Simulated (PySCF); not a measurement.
SF⁺ at UHF

Level: UHF. PySCF, no relativity, basis sets S def2-TZVPPD, F def2-TZVPPD.

* state: ³Σ⁻ (triplet), unpaired electrons π ↑↑
* bond length: 1.476 Å
* harmonic wavenumber: 1130 cm⁻¹
* force constant: 8.96 mdyn/Å
* rotational constant Be: 0.6489 cm⁻¹
* anharmonicity ωexe: 5.38 cm⁻¹
* vibration–rotation constant αe: 0.00447 cm⁻¹
* well depth De to S⁺ + F: 1.67 eV
* dissociation energy D0: 1.60 eV
* bond order (Mayer): 1.15
* dipole moment (positive dipole points towards F; it is taken about the centre of mass and depends on that origin): -2.51 D

For an ion De counts to the pair picked by the measured ionisation energies or electron affinities, which need not be the lowest pair at this level. Hartree–Fock leaves out correlation, which carries a large part of most bond energies and some tenths to 1 eV of ionisation energies. The state was picked by a PBE0 search and need not be the measured ground state.
